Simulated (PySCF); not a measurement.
C4H8.
SMILES with atom numbers: `[CH2:1]=[C:2]([CH3:3])[CH3:4]` (hydrogens: H5, H6 on C1; H7, H8, H9 on C3; H10, H11, H12 on C4)

The same species was optimised twice, with GFN2-xTB and with PBE0-D3(BJ)/def2-SVP (PySCF), and the same property calculations (PySCF, gas phase) were run on both structures.

```
    coordinate  GFN2-xTB  PBE0-D3(BJ)/def2-SVP  change
     C1–H6 (Å)     1.077                 1.094  +0.017
     C1–H5 (Å)     1.077                 1.094  +0.017
     C1=C2 (Å)     1.322                 1.338  +0.016
     C3–H7 (Å)     1.090                 1.103  +0.013
    C4–H11 (Å)     1.090                 1.104  +0.014
     C3–H9 (Å)     1.090                 1.103  +0.013
    C4–H12 (Å)     1.090                 1.103  +0.013
     C3–H8 (Å)     1.087                 1.099  +0.012
    C4–H10 (Å)     1.087                 1.099  +0.012
     C2–C3 (Å)     1.499                 1.500  +0.001
     C2–C4 (Å)     1.499                 1.500  +0.001
H11–C4–H12 (°)     107.7                 106.3    -1.4
  H7–C3–H9 (°)     107.7                 106.4    -1.3
  H5–C1–H6 (°)     116.1                 117.2    +1.1
 C2–C4–H10 (°)     111.2                 112.1    +0.9
  C2–C3–H8 (°)     111.2                 112.0    +0.8
  C3–C2–C4 (°)     115.0                 115.7    +0.7
  C2–C3–H9 (°)     110.2                 110.9    +0.7
 C2–C4–H12 (°)     110.2                 110.9    +0.7
```

Rotational constants: A = 9228, B = 8534, C = 4690 MHz (GFN2-xTB) against A = 9131, B = 8418, C = 4633 MHz (PBE0-D3(BJ)/def2-SVP). Point groups within 0.08 Å: C2v and C2v. Atoms that the bonding makes alike are paired by their places after alignment.

On the GFN2-xTB structure: HOMO (eV) -7.08 [PBE0/pcSseg-1]; LUMO (eV) 0.70 [PBE0/pcSseg-1]; dipole (D) 0.57 [PBE0/pcSseg-1]; GIAO shielding of C1 (ppm) 69.8 [PBE0/pcSseg-1]; GIAO shielding of C2 (ppm) 36.4 [PBE0/pcSseg-1]; GIAO shielding of C3/C4 (mean) (ppm) 159.9 [PBE0/pcSseg-1].

**Question.** What do these properties become on the PBE0-D3(BJ)/def2-SVP structure?

**Answer.** 
```json
{"property": "HOMO (eV)", "level": "PBE0/pcSseg-1", "on GFN2-xTB": "-7.08", "on PBE0-D3(BJ)/def2-SVP": "-7.02", "change": "+0.06"}
{"property": "LUMO (eV)", "level": "PBE0/pcSseg-1", "on GFN2-xTB": "0.70", "on PBE0-D3(BJ)/def2-SVP": "0.57", "change": "-0.13"}
{"property": "dipole (D)", "level": "PBE0/pcSseg-1", "on GFN2-xTB": "0.57", "on PBE0-D3(BJ)/def2-SVP": "0.58", "change": "+0.01"}
{"property": "energy, GFN2-xTB geometry as zero (kcal/mol)", "level": "PBE0/pcSseg-1", "on GFN2-xTB": "0.0", "on PBE0-D3(BJ)/def2-SVP": "-0.3", "change": "-0.3"}
{"property": "GIAO shielding of C1 (ppm)", "level": "PBE0/pcSseg-1", "on GFN2-xTB": "69.8", "on PBE0-D3(BJ)/def2-SVP": "65.3", "change": "-4.5"}
{"property": "GIAO shielding of C2 (ppm)", "level": "PBE0/pcSseg-1", "on GFN2-xTB": "36.4", "on PBE0-D3(BJ)/def2-SVP": "34.0", "change": "-2.4"}
{"property": "GIAO shielding of C3/C4 (mean) (ppm)", "level": "PBE0/pcSseg-1", "on GFN2-xTB": "159.9", "on PBE0-D3(BJ)/def2-SVP": "158.1", "change": "-1.8"}
```

The heavy atoms differ by 0.007 Å rms after alignment. Among all bonds C1=C2, C1–H5 and C1–H6 change most and about equally (+0.016 to +0.017 Å). Changes are differences of the printed values. Neither structure is proved a minimum here.
